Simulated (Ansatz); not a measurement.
How far each method lies from full CI for HB–AlH, singlet

Geometry: a PBE0/def2-TZVP stationary point for this spin, not checked as a minimum.

```yaml
atoms:
  - { symbol: B, position_ang: [0.0000, -0.2366, 1.4274] }
  - { symbol: Al, position_ang: [0.0000, 0.1163, -0.5970] }
  - { symbol: H, position_ang: [0.0000, 0.3668, 2.4614] }
  - { symbol: H, position_ang: [0.0000, -0.9435, -1.7892] }
```

Basis 6-31G; Ansatz 0.2.0. Only valence electrons are correlated (noble-gas cores frozen), which leaves 8 electrons in 20 orbitals. Prefix R: restricted or restricted open-shell reference; prefix U: unrestricted. Active spaces: valence = (8e, 10o) chosen from the atoms' valence shells.

Full CI is exact within this basis and frozen core; it isn't the basis-set limit. The frozen core follows each run's orbitals, which can shift R against U totals by a few meV.

Unrestricted rows (U) aren't spin-pure: their determinants' ⟨S²⟩ exceeds S(S+1) by up to 0.88, so they mix in states of higher spin. HF rows: RHF is the determinant under the cluster runs. Coupled cluster chose its determinant by a search with trial CCSD, here up to 0.24 eV above the lowest Hartree–Fock solution of its kind, and MP2 stands on that determinant too.

```
UHF ⟨S²⟩                            : 0.776
⟨S²⟩ of the determinant under UCCSD : 0.879
T1 diagnostic (RCCSD)               : 0.0295
largest doubles amplitude (RCCSD)   : 0.273
```

| level | E − E(full CI) (mEh) | share of correlation (%) | wall time |
| --- | --- | --- | --- |
| RHF | 126.83 | 0.00 | – |
| RMP2 | 39.71 | 68.69 | – |
| UMP2 | 37.82 | 70.18 | – |
| CISD | 14.79 | 88.34 | 0.27 s |
| RCCSD | 5.90 | 95.34 | – |
| UCCSD | 5.38 | 95.76 | – |
| RCCSD(T) | 1.48 | 98.83 | 0.27 s |
| UCCSD(T) | 1.20 | 99.06 | 2.4 s |
| BCCD(T) | 1.63 | 98.72 | 0.36 s |
| RCCSDT | 0.41 | 99.67 | – |
| UCCSDT* | -0.16 | 100.13 | – |
| CISDTQ | 0.65 | 99.49 | 1.8 s |
| RCCSDT(Q) | 0.08 | 99.94 | 0.63 s |
| UCCSDT(Q)* | -0.60 | 100.47 | 4.5 s |
| RCCSDTQ | 0.02 | 99.99 | 6.5 s |
| CASSCF (valence space) | 25.54 | 79.86 | – |
| NEVPT2 (valence space) | 7.63 | 93.99 | 2.9 s |
| NEVPT4(SD) (valence space) | 1.35 | 98.93 | 4.6 s |
| MRCISD (valence space) | 0.80 | 99.37 | – |
| MRCISD+Q (valence space) | 0.33 | 99.74 | 5.5 s |

An asterisk marks runs whose energy the program itself flagged as in doubt.

The correlation energy at full CI, counted from RHF, is -3.451 eV. That run took 58 s on 1 thread of INTEL XEON PLATINUM 8581C, shared host over 11,765,097 determinants.

Run but not shown, since their state, orbitals or frozen core can't be matched to the reference's or they repeat it: UHF.

Times hold each run's SCF and search for its determinant on a shared host, so for small cases they say little of a method's own cost; they ran on 1 thread of INTEL XEON PLATINUM 8581C.

Not variational, and here over 5 meV under the exact energy: UCCSDT(Q).

The full-CI state has the irrep A' of Cs, in the program's axes.

Natural occupations of full CI about the gap: 1.967 1.964 1.945 1.752 0.207 0.049 0.036 0.021 0.018 0.014; effectively unpaired electrons, Σ n²(2−n)², 0.36.

Atomization energy (electronic, same basis, no zero-point term; atoms at the same level, unrestricted beside the R rows where the molecule is a closed shell, with restricted open-shell steps beyond CCSDT(Q)) at full CI: 675.4 kJ/mol. Errors of other levels:

```json
{"level": "RHF", "error (kJ/mol)": "-144.6"}
{"level": "RMP2", "error (kJ/mol)": "-20.5"}
{"level": "UMP2", "error (kJ/mol)": "-15.5"}
{"level": "CISD", "error (kJ/mol)": "-37.0"}
{"level": "RCCSD", "error (kJ/mol)": "-13.8"}
{"level": "UCCSD", "error (kJ/mol)": "-12.4"}
{"level": "RCCSD(T)", "error (kJ/mol)": "-3.3"}
{"level": "UCCSD(T)", "error (kJ/mol)": "-2.6"}
{"level": "BCCD(T)", "error (kJ/mol)": "-3.7"}
{"level": "RCCSDT", "error (kJ/mol)": "-1.1"}
{"level": "UCCSDT*", "error (kJ/mol)": "0.4"}
{"level": "CISDTQ", "error (kJ/mol)": "-1.7"}
{"level": "RCCSDT(Q)", "error (kJ/mol)": "-0.2"}
{"level": "UCCSDT(Q)*", "error (kJ/mol)": "1.6"}
{"level": "RCCSDTQ", "error (kJ/mol)": "0.0"}
{"level": "CASSCF (valence space)", "error (kJ/mol)": "-31.1"}
{"level": "NEVPT2 (valence space)", "error (kJ/mol)": "-4.4"}
{"level": "NEVPT4(SD) (valence space)", "error (kJ/mol)": "-0.5"}
{"level": "MRCISD (valence space)", "error (kJ/mol)": "-2.1"}
{"level": "MRCISD+Q (valence space)", "error (kJ/mol)": "-1.1"}
```

This basis is far from its limit, so the value isn't to be set against a measured one. Truncated CI isn't size-consistent, which counts against it in atomization.
